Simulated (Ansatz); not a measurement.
In₆S₇ (P2₁/m, No. 11) was calculated with r²SCAN+rVV10 in Ansatz (plane waves, PAW).

Numerical settings: plane-wave cutoff 560 eV, 4×10×2 k mesh (along the axes of the cell as run), Fermi–Dirac smearing 0.01 eV, scalar-relativistic PAW data made under PBE.

Cell (relaxed at this level):

```
CELL_PARAMETERS angstrom
      9.10838     0.00000     0.01381
      0.00000     3.88610     0.00000
     -3.54176     0.00000    16.82303
ATOMIC_POSITIONS crystal
  S  0.83552 0.75000 0.00579
  S  0.16448 0.25000 0.99421
  S  0.16870 0.75000 0.53196
  S  0.83130 0.25000 0.46804
  S  0.44412 0.75000 0.90935
  S  0.55588 0.25000 0.09065
  S  0.46306 0.75000 0.40940
  S  0.53694 0.25000 0.59060
  In 0.35458 0.75000 0.04658
  In 0.64542 0.25000 0.95342
  In 0.67350 0.75000 0.53129
  In 0.32650 0.25000 0.46871
  In 0.18500 0.75000 0.81041
  In 0.81500 0.25000 0.18959
  In 0.53541 0.75000 0.72510
  In 0.46459 0.25000 0.27490
  S  0.75559 0.75000 0.27365
  S  0.24441 0.25000 0.72635
  S  0.24367 0.75000 0.17537
  S  0.75633 0.25000 0.82463
  S  0.88328 0.75000 0.65457
  S  0.11672 0.25000 0.34543
  In 0.93555 0.75000 0.87841
  In 0.06445 0.25000 0.12159
  In 0.97680 0.75000 0.39527
  In 0.02320 0.25000 0.60473
```

### Question
What does this level give for the band gap and Γ–Γ gap?

### Answer

* **band gap**: 0.32 eV
* **Γ–Γ gap**: 0.86 eV

Measured, for comparison: band gap 0.75 eV (temperature not stated, no zero-point or thermal correction, from temperature-dependent dark current, crystal; as tabulated in Qasrawi and Gasanly (2006), doi:10.1088/0953-8984/18/19/014).

Spin–orbit coupling is not included.

Computed values are for the static lattice.

The result took about 11 core-minutes (a rough figure).

Ansatz is a quantum-chemistry and plane-wave program.
